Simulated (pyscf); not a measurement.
Elementary routes open to `[OH][PH][SiH3]` + `[H][H]` in the gas phase (singlet surface):
A. `[OH][PH2]` + `[SiH4]` (P–Si, H–H broken; H–P, H–Si formed)
B. `[SiH3][PH2]` + `[OH2]` (O–P, H–H broken; H–P, H–O formed)

PySCF, gas phase, ωB97X-D3(BJ)/def2-SVP geometries.

Rank the routes by free-energy barrier at 900 K, lowest first, for ωB97M-D3(BJ)/def2-TZVP energies (ideal gas, 1 atm, RRHO with modes under 100 cm⁻¹ raised to 100, one conformer, R ln 2 for chiral ones without a mode under 150 cm⁻¹).

B (88.0 kcal/mol), A (93.7 kcal/mol)

Route B is the fastest of these, ahead of the next by 5.7 kcal/mol. The most stable products are those of B (ΔG = -11.8 kcal/mol), so kinetics and thermodynamics agree. At 298 K B is still the fastest. Only these routes are compared; each barrier is that of the saddle found, and lower ones may exist.
